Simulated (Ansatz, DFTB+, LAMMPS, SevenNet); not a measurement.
## Ladder of methods for the elastic constant C13 of hcp Ru

Reference value: 168 GPa (measured, temperature not stated, no zero-point or thermal correction; as tabulated in Mehl and Papaconstantopoulos (1996), arXiv:mtrl-th/9602003).

| level (code) | value (GPa) | cell (Å³/atom) | difference (%) |
|---|---|---|---|
| Lennard-Jones jacobson2022 (LAMMPS) | 299 | 13.46 | +78 |
| GFN1-xTB as cut by DFTB+ | 93.4 | 14.24 | -44 |
| SevenNet-l3i5 | 254 | 13.94 | +51 |
| LDA (Ansatz) | 202 | 13.09 | +20 |
| PBE (Ansatz) | 168 | 13.77 | 0.0 |
| PBEsol (Ansatz) | 188 | 13.32 | +11.9 |
| r²SCAN (Ansatz) | 185 | 13.49 | +10.1 |

The reference's temperature isn't stated, so close values are not ranked against it. Off by more than 25 %, or 35 % on the side where a correction would as a rule narrow the miss (bounds picked here): Lennard-Jones jacobson2022 (+78 %), SevenNet-l3i5 (+51 %), GFN1-xTB as cut by DFTB+ (-44 %).

The reference isn't brought to a static lattice, while the calculations are for one, so the differences are not the levels' errors alone.  GFN1-xTB as cut by DFTB+: the method was fitted mainly to molecules. GFN1-xTB as cut by DFTB+: codes differ in how they cut the long-range tail of xTB's charge interaction in a crystal, so the value belongs to this code. Each level is taken at its own relaxed cell. Cutoffs differ between the levels. Ansatz's density-functional and Hartree–Fock values are scalar-relativistic unless marked +SOC, with PAW data made under PBE.

Empirical potentials (Lennard-Jones jacobson2022) are fitted to chosen data: where that held the value shown, agreement is built in, and what lay outside the fit can be far off. Machine-learned potentials (SevenNet-l3i5) are trained on DFT data: a solid inside that data is no test of them.

Differences are worked out from the printed values.

Ansatz is a quantum-chemistry and plane-wave program.
